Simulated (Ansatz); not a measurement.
Geometry optimisation, RKS PBE/6-31G (Ansatz).

The input (input.yaml):

```yaml
crystal:
  periodic: [false, false, false]
  atoms:
    - { symbol: C, position_ang: [-1.14999, 0.74923, -0.72755] }
    - { symbol: Si, position_ang: [0.48775, 0.24535, -0.16939] }
    - { symbol: "N", position_ang: [0.3443, -1.21124, 0.85209] }
    - { symbol: H, position_ang: [-1.98002, 0.15658, -0.31099] }
    - { symbol: H, position_ang: [-1.37305, 1.81157, -0.53434] }
    - { symbol: H, position_ang: [1.0898, 1.34913, 0.69122] }
    - { symbol: H, position_ang: [1.76557, -0.19387, -0.88895] }
    - { symbol: H, position_ang: [0.94491, -1.16487, 1.66552] }
    - { symbol: H, position_ang: [-0.60054, -1.30551, 1.19911] }
total_charge: -1
basis:
  gaussian: { orbitals: "6-31G" }
hamiltonian:
  xc: pbe
relax:
  f_tol: 0.015
  max_steps: 40
```

Command:

```bash
$ ansatz run input.yaml --threads 1 --pin off --max-ram 2048MiB --backend cpu --events-out ev --progress --plain --runs-dir out
```

Problem. Where does it end, and by what steps?

Solution. It converged. Limits of this set-up: no polarisation functions, an anion without diffuse functions, the dipole of an ion depends on the origin. After 21 steps the energy has fallen by 0.821 eV; H8 moved furthest, 0.89 Å.

```
step  energy less start (eV)  largest force component (eV/Å)  accepted
   0                  0.0000                           1.091       yes
   1                 -0.3571                           0.766       yes
   2                 -0.4979                           0.898       yes
   3                 -0.6011                           0.534       yes
   4                 -0.6984                           0.632       yes
   5                 -0.7526                           0.296       yes
   6                 -0.7774                           0.584       yes
   7                 -0.7861                           0.431       yes
   8                 -0.8065                           0.291       yes
   9                 -0.8084                           0.527       yes
  10                 -0.8072                           0.703        no
  11                 -0.8159                           0.066       yes
  12                 -0.8167                           0.063       yes
  13                 -0.8173                           0.194       yes
  14                 -0.8155                           0.356        no
  15                 -0.8186                           0.106       yes
  16                 -0.8169                           0.077        no
  17                 -0.8197                           0.038       yes
  18                 -0.8201                           0.050       yes
  19                 -0.8207                           0.089       yes
  20                 -0.8211                           0.032       yes
  21                 -0.8212                           0.011       yes
```

```xyz
9
Properties=species:S:1:pos:R:3
C -1.192 0.826 -0.632
Si 0.393 0.341 0.050
N 0.448 -1.019 1.286
H -1.859 0.142 -1.174
H -1.535 1.864 -0.542
H 1.072 1.616 0.618
H 1.565 -0.295 -0.806
H 1.008 -1.856 1.103
H -0.372 -1.182 1.875
```

Time of the run: 32 s on 1 CPU thread of a shared host.
